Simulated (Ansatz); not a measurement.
Computed with Ansatz on PBE0-D4/def2-TZVP structures; ΔE is electronic, products minus reactants. CCSD(T)/CBS is the MP2 limit (def2-TZVPP, def2-QZVPP) plus CCSD(T) − MP2 in def2-TZVPP, frozen cores. This one scheme is used for every species. DFT in def2-TZVPP. B3LYP here is the variant with VWN-RPA as its local correlation; programs differ in this. One conformer a species, not always the lowest.

`C=NC(N)(O)F` + CH₃OH → `COC(N)(O)F` + `C=N`  (substitution at a C–N bond)

```
             level  ΔE (kJ/mol)  difference from CCSD(T)/CBS
            PBE-D4         -8.0                          2.9
         r2SCAN-D4        -12.6                         -1.7
           PBE0-D4        -10.6                          0.3
           ωB97X-V        -15.2                         -4.3
            B2PLYP        -12.1                         -1.2
               PBE         -8.0                          2.9
            r2SCAN        -12.6                         -1.7
              PBE0        -10.5                          0.4
             B3LYP        -11.9                         -1.0
     HF/def2-TZVPP        -20.5                         -9.6
    MP2/def2-TZVPP         -9.8                          1.1
SCS-MP2/def2-TZVPP        -11.4                         -0.5
CCSD(T)/def2-TZVPP        -13.8                         -2.9
SCS-MP2/def2-QZVPP         -9.5                          1.4
      HF/CBS(def2)        -19.8                         -8.9
    CCSD/CBS(def2)        -11.7                         -0.8
       CCSD(T)/CBS        -10.9                            0
```

Largest T1 diagnostic among the species: 0.012.

In def2-TZVPP, CCSD(T) changes the Hartree–Fock value by +6.7 kJ/mol (the triples alone add +0.9 kJ/mol) and MP2 by +10.7 kJ/mol.
